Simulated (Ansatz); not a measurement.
Energy needed to pull apart C3H3F (SMILES C#CCF), singlet, into free ground-state atoms, from the structure below (displaced at random from a GFN2-xTB minimum); no zero-point or spin–orbit terms; open-shell atoms are treated unrestricted, in their ground-state multiplicity.

```xyz
7
angstrom
C -1.0561 0.8714 -0.9277
C -0.2841 0.3178 -0.3067
C 0.6389 -0.4664 0.5405
F 0.1352 -1.6940 0.8131
H -1.8076 1.5266 -1.5085
H 1.5067 -0.5841 -0.0184
H 0.7976 0.1449 1.5473
```

Program: Ansatz 0.2.0. Basis: def2-TZVPP. Cores are frozen in the correlated methods.

```json
{"method": "SPW92", "atomization energy (kJ/mol)": "3379"}
{"method": "PBE-D4", "atomization energy (kJ/mol)": "2997"}
{"method": "r2SCAN-D4", "atomization energy (kJ/mol)": "2897"}
{"method": "PBE0-D4", "atomization energy (kJ/mol)": "?"}
{"method": "LC-wPBE", "atomization energy (kJ/mol)": "2901"}
{"method": "wB97M-V", "atomization energy (kJ/mol)": "2901"}
{"method": "HF", "atomization energy (kJ/mol)": "2071"}
{"method": "MP2", "atomization energy (kJ/mol)": "2893"}
{"method": "CCSD", "atomization energy (kJ/mol)": "?"}
{"method": "CCSD(T)", "atomization energy (kJ/mol)": "2807"}
```

Q: What does PBE0-D4 give? (To be estimated.)

A: By the calculation: 2917 kJ/mol, which is about 110 kJ/mol more than CCSD(T)/def2-TZVPP.

Q: What does CCSD give? (Judge from chemistry; the value comes from the calculation.)

A: By the calculation: 2755 kJ/mol, which is about 52 kJ/mol less than CCSD(T)/def2-TZVPP.

In triple zeta the MP2 and coupled-cluster atomization energies are still short of their basis limit by a few kcal/mol a bond, whereas those of the functionals are nearly converged, so these differences are not deviations from converged CCSD(T).

The T1 diagnostic stays at or below 0.011.

For scale, one of the runs: CCSD(T)/def2-TZVPP forces, 166 basis functions (an equivalent command: `ansatz run in.yaml --threads 4`). Time: 83 s of wall clock on 4 CPU threads; the host was shared. Peak host memory: 2.7 GiB.
